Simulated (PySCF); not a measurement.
Basis-set dependence of population analyses: cyclopropane

Compound: cyclopropane, C₃H₆.
Bonds: C1–C2, C2–C3, C1–C3. Hydrogens: H4, H5 on C1; H6, H7 on C2; H8, H9 on C3.

PBE0 throughout (PySCF), one geometry, spherical d and f functions. Geometry: PBE0-D3(BJ)/def2-SVP; no solvent, vibrations or thermal averaging. Atoms taken as equivalent share a column and are averaged.

Mulliken charges (e):

```
        basis  functions  C1/C2/C3  H4 (×6)
       STO-3G         21    -0.174   +0.087
        6-31G         39    -0.352   +0.176
     pcSseg-0         39    -0.500   +0.250
       6-31G*         54    -0.362   +0.181
     def2-SVP         72    -0.127   +0.064
      cc-pVDZ         72    -0.099   +0.050
     pcSseg-1         81    -0.263   +0.132
6-311+G(2d,p)        117    -0.216   +0.108
  aug-cc-pVDZ        123    +0.876   -0.438
    def2-TZVP        129    -0.237   +0.119
     IGLO-III        165    -0.207   +0.104
      cc-pVTZ        174    -0.214   +0.107
```

IAO charges (e):

```
        basis  functions  C1/C2/C3  H4 (×6)
       STO-3G         21    -0.275   +0.138
        6-31G         39    -0.299   +0.149
     pcSseg-0         39    -0.299   +0.150
       6-31G*         54    -0.286   +0.143
     def2-SVP         72    -0.280   +0.140
      cc-pVDZ         72    -0.288   +0.144
     pcSseg-1         81    -0.288   +0.144
6-311+G(2d,p)        117    -0.298   +0.149
  aug-cc-pVDZ        123    -0.298   +0.149
    def2-TZVP        129    -0.298   +0.149
     IGLO-III        165    -0.299   +0.150
      cc-pVTZ        174    -0.298   +0.149
```

Hirshfeld charges (e):

```tsv
basis	functions	C1/C2/C3	H4 (×6)
STO-3G	21	-0.047	+0.024
6-31G	39	-0.085	+0.043
pcSseg-0	39	-0.082	+0.041
6-31G*	54	-0.086	+0.043
def2-SVP	72	-0.088	+0.044
cc-pVDZ	72	-0.087	+0.044
pcSseg-1	81	-0.091	+0.045
6-311+G(2d,p)	117	-0.095	+0.047
aug-cc-pVDZ	123	-0.099	+0.049
def2-TZVP	129	-0.095	+0.048
IGLO-III	165	-0.098	+0.049
cc-pVTZ	174	-0.095	+0.047
```

Question: Which scheme is steadiest as the basis changes?

Answer: Largest range over the bases for any column: IAO 0.02 e, Hirshfeld 0.05 e, Mulliken 1.38 e. IAO charges move least and Mulliken charges most, counted in e. Without the minimal STO-3G basis the ranges are IAO 0.02, Hirshfeld 0.02, Mulliken 1.38 e.

Question: How much do the charges still move between the two largest bases, IGLO-III and cc-pVTZ?

Answer: At most, over all atoms: Mulliken 0.007 e, IAO 0.001 e, Hirshfeld 0.003 e.

Question: What do the same runs give for the total energy and the frontier levels?

Answer: 
```json
{"basis": "STO-3G", "energy (Eh)": "-116.3456", "HOMO (eV)": "-7.15", "LUMO (eV)": "8.01"}
{"basis": "6-31G", "energy (Eh)": "-117.7146", "HOMO (eV)": "-8.26", "LUMO (eV)": "3.17"}
{"basis": "pcSseg-0", "energy (Eh)": "-117.4711", "HOMO (eV)": "-8.70", "LUMO (eV)": "2.59"}
{"basis": "6-31G*", "energy (Eh)": "-117.7451", "HOMO (eV)": "-8.16", "LUMO (eV)": "3.17"}
{"basis": "def2-SVP", "energy (Eh)": "-117.6653", "HOMO (eV)": "-8.39", "LUMO (eV)": "2.19"}
{"basis": "cc-pVDZ", "energy (Eh)": "-117.7529", "HOMO (eV)": "-8.29", "LUMO (eV)": "2.20"}
{"basis": "pcSseg-1", "energy (Eh)": "-117.7323", "HOMO (eV)": "-8.43", "LUMO (eV)": "1.76"}
{"basis": "6-311+G(2d,p)", "energy (Eh)": "-117.7803", "HOMO (eV)": "-8.40", "LUMO (eV)": "0.84"}
{"basis": "aug-cc-pVDZ", "energy (Eh)": "-117.7599", "HOMO (eV)": "-8.37", "LUMO (eV)": "0.15"}
{"basis": "def2-TZVP", "energy (Eh)": "-117.7900", "HOMO (eV)": "-8.39", "LUMO (eV)": "1.68"}
{"basis": "IGLO-III", "energy (Eh)": "-117.7936", "HOMO (eV)": "-8.40", "LUMO (eV)": "1.12"}
{"basis": "cc-pVTZ", "energy (Eh)": "-117.7888", "HOMO (eV)": "-8.38", "LUMO (eV)": "1.55"}
```
